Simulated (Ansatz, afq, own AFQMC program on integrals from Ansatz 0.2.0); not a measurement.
**Cr, septet in def2-SVP, levels against full CI**

A free Cr atom.

Basis def2-SVP. Noble-gas cores (and the filled d shells of Ga–Kr and In–Xe) are frozen. Integrals, coupled cluster, full CI and functionals: Ansatz 0.2.0; the random walks run on the same integrals in our own AFQMC program. ph-AFQMC/CISD is guided by a CISD state made of CCSD amplitudes; releasing the constraint for a short imaginary time cuts its bias at the price of noise, slowly where states lie close. Free projection: walkers drawn from exp(T), propagated without any constraint. Its projection time is finite, and what remains of the start isn't in its error. Uncertainties: one standard error, sampling alone. The metal's outer-core s and p shells are frozen, which shifts wave-function levels against functionals.

Determinant: UHF, the one that the program's search chose, which needn't be the lowest solution.

Full CI on the same integrals is exact in this basis and with this determinant's frozen core.

Cautions: no relativity below Rb; outer-core shells of the metal frozen.

- T1 diagnostic: 0.0088
- weight of the determinant in the CISD state: 0.978
- ⟨S²⟩ of the determinant: 12.000
- size of the correlated space: 6 electrons in 22 orbitals

```tsv
level	correlation energy (eV)
MP2	-1.4786
CCSD	-1.6179
CCSD(T)	-1.6560
```

(1) Estimate where phaseless AFQMC with the Hartree–Fock trial lies against CCSD(T) on the same integrals.

(1) 8.4 ± 14.8 meV above CCSD(T). The gap is under twice the noise, so this walk alone can't tell the two apart.

Reference: full CI, correlation energy -1.659 eV. The released energy is read at 3.00 1/Eh, later times being too noisy (meV from the phaseless value at times in 1/Eh: -5.0 ± 1.1 at 0.60, -5.1 ± 1.6 at 1.20, -5.6 ± 1.6 at 2.00, -7.5 ± 2.1 at 3.00, -21 ± 11 at 4.20).

```
         level  E − E(reference) (meV)  share of correlation (%)
       CCSD(T)                     3.4                     99.79
         CCSDT                    -2.1                    100.13
      CCSDT(Q)                    -0.3                    100.02
        CCSDTQ                    -0.1                    100.00
   ph-AFQMC/HF             11.9 ± 14.8                     99.28
 ph-AFQMC/CISD               6.5 ± 1.5                     99.61
released AFQMC              -0.9 ± 2.1                    100.06
    free AFQMC              -0.3 ± 0.8                    100.02
```

CCSDT and higher add their correlation energy to the determinant of the CCSD(T) run, since their own runs factorise the integrals more tightly (a shift of under 2 meV). Free projections are given only where their last times agree within the noise and don't stop above the reference; a slow remainder of the start can still hide under it. A walk keeps the symmetry of its determinant, which the program's search chose and which needn't be the lowest solution, so a lower state of the same spin and another symmetry isn't excluded. Released energies are given only where the last usable release times agree within the noise; a slower fall can still hide under it.
